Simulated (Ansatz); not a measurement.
**C₂H₆Si: small, medium and large basis sets**

An exercise on one series of results from a longer session: the logs are not shown, and one member is left open.

Program: Ansatz 0.2.0, Gaussian basis. Level of theory: one geometry, several basis sets. These are calculated values, not measurements.

Levels to be run: PBE0-D4/def2-SVP; ωB97M-V/def2-SVP; PBE0-D4/def2-QZVPP; ωB97M-V/def2-QZVPP; the functionals' def2-TZVPP values are taken from earlier runs.

## The geometry

All runs share one geometry, relaxed beforehand with PBE0-D4 in a triple-zeta def2 set.

SMILES `C1C[SiH2]1`, 9 atoms, charge 0, spin multiplicity 1.

Atoms are counted from 1 here; the program's logs count them from 0.

Bond lengths: C1–C2 1.543 Å, C1–Si3 1.847 Å, C1–H4 1.085 Å, C1–H5 1.085 Å, C2–Si3 1.847 Å, C2–H6 1.085 Å, C2–H7 1.085 Å, Si3–H8 1.478 Å, Si3–H9 1.478 Å. Angles: C2–C1–Si3 65.3°, C2–C1–H4 116.3°, C2–C1–H5 116.3°, Si3–C1–H4 119.2°, Si3–C1–H5 119.2°, H4–C1–H5 112.7°, C1–C2–Si3 65.3°, C1–C2–H6 116.3°, C1–C2–H7 116.3°, Si3–C2–H6 119.2°, Si3–C2–H7 119.2°, H6–C2–H7 112.7°, C1–Si3–C2 49.4°, C1–Si3–H8 119.3°, C1–Si3–H9 119.3°, C2–Si3–H8 119.3°, C2–Si3–H9 119.3°, H8–Si3–H9 114.8°.

Set-up of the first run:

Contents of in.yaml:

```yaml
crystal:
  periodic: [false, false, false]
  atoms:
    - {symbol: C, position_ang: [-0.245478, -0.166303, -0.915968]}
    - {symbol: C, position_ang: [0.972272, -0.007723, 0.017554]}
    - {symbol: Si, position_ang: [-0.666974, 0.151549, 0.854371]}
    - {symbol: H, position_ang: [-0.408704, -1.155840, -1.329937]}
    - {symbol: H, position_ang: [-0.398047, 0.622216, -1.645474]}
    - {symbol: H, position_ang: [1.567738, -0.898812, 0.186652]}
    - {symbol: H, position_ang: [1.579810, 0.878930, -0.130543]}
    - {symbol: H, position_ang: [-1.148896, 1.490408, 1.254478]}
    - {symbol: H, position_ang: [-1.163219, -0.960823, 1.691768]}
basis:
  gaussian: {orbitals: def2-SVP}
hamiltonian: {xc: pbe0, dispersion: d4}
output: {orbitals: {seedname: orbitals}}
```

The run is started by

```sh
ansatz run in.yaml --threads 2 --pin off --events-out ev --progress --plain --max-ram 4352MiB
```

Among the steps run: PBE0-D4 in def2-SVP; ωB97M-V in def2-SVP; PBE0-D4 in def2-QZVPP; ωB97M-V in def2-QZVPP.

One table of the session follows, with a row left open; its other results are not shown here.

It belongs to the step «Functionals by basis». 

| functional | basis | HOMO (eV) | LUMO (eV) |
| --- | --- | --- | --- |
| PBE0-D4 | def2-SVP | -6.92 | 0.80 |
| PBE0-D4 | def2-TZVPP | -6.92 | 0.30 |
| PBE0-D4 | def2-QZVPP | -6.92 | 0.14 |
| ωB97M-V | def2-SVP | -9.07 | 2.71 |
| ωB97M-V | def2-TZVPP | ? | ? |
| ωB97M-V | def2-QZVPP | -9.09 | 1.50 |

**Question.** Estimate the row for ωB97M-V, def2-TZVPP.

**Answer.** HOMO (eV): -9.09; LUMO (eV): 1.93.
